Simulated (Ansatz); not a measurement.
# CH₅MgN: basis-set convergence

Aim: see how fast density functionals converge with the basis set for CH₅MgN.

Method: one geometry, several basis sets; program: Ansatz 0.2.0, Gaussian basis.

Levels to be run: PBE0-D4/def2-SVP; ωB97M-V/def2-SVP; PBE0-D4/def2-QZVPP; ωB97M-V/def2-QZVPP; the functionals' def2-TZVPP values are taken from earlier runs.

### 1 The relaxed structure

An earlier PBE0-D4 in a triple-zeta def2 set relaxation fixed the geometry.

SMILES `[CH3][Mg][NH2]`, 8 atoms, charge 0, spin multiplicity 1.

Atoms are counted from 1 here; the program's logs count them from 0.

Bond lengths: C1–Mg2 2.079 Å, C1–H4 1.095 Å, C1–H5 1.094 Å, C1–H6 1.095 Å, Mg2–N3 1.892 Å, N3–H7 1.009 Å, N3–H8 1.009 Å. Angles: Mg2–C1–H4 111.7°, Mg2–C1–H5 111.8°, Mg2–C1–H6 111.8°, H4–C1–H5 107.1°, H4–C1–H6 107.0°, H5–C1–H6 107.2°, C1–Mg2–N3 180.0°, Mg2–N3–H7 126.6°, Mg2–N3–H8 126.6°, H7–N3–H8 106.8°.

As a file:

```xyz
8
CH5MgN
C    -1.0536    1.2222   -0.6460
Mg    0.2148   -0.2397    0.1141
N     1.3681   -1.5708    0.8061
H    -1.9326    0.7833   -1.1291
H    -0.5539    1.8456   -1.3941
H    -1.4198    1.8906    0.1396
H     2.2087   -1.4183    1.3438
H     1.2604   -2.5698    0.7099
```

### 2 PBE0-D4 in def2-SVP

File in.yaml:

```yaml
crystal:
  periodic: [false, false, false]
  atoms:
    - {symbol: C, position_ang: [-1.053620, 1.222181, -0.646038]}
    - {symbol: Mg, position_ang: [0.214843, -0.239725, 0.114091]}
    - {symbol: N, position_ang: [1.368079, -1.570771, 0.806131]}
    - {symbol: H, position_ang: [-1.932576, 0.783309, -1.129065]}
    - {symbol: H, position_ang: [-0.553940, 1.845555, -1.394116]}
    - {symbol: H, position_ang: [-1.419788, 1.890555, 0.139612]}
    - {symbol: H, position_ang: [2.208666, -1.418268, 1.343830]}
    - {symbol: H, position_ang: [1.260435, -2.569838, 0.709855]}
basis:
  gaussian: {orbitals: def2-SVP}
hamiltonian: {xc: pbe0, dispersion: d4}
output: {orbitals: {seedname: orbitals}}
```

The runs that follow: ωB97M-V in def2-SVP; PBE0-D4 in def2-QZVPP; ωB97M-V in def2-QZVPP.

Q: Predict the results of all the runs planned. Wanted: PBE0-D4: double and triple zeta above quadruple; ωB97M-V: double and triple zeta above quadruple.

As calculated:

| quantity | value |
| --- | --- |
| PBE0-D4: double and triple zeta above quadruple | 5.49, 0.43 eV |
| ωB97M-V: double and triple zeta above quadruple | 5.59, 0.41 eV |

PBE0-D4 gains 5.07 eV from double to triple zeta, then 0.43 eV more. Total energies overstate the basis error of differences, where much of it tends to cancel.
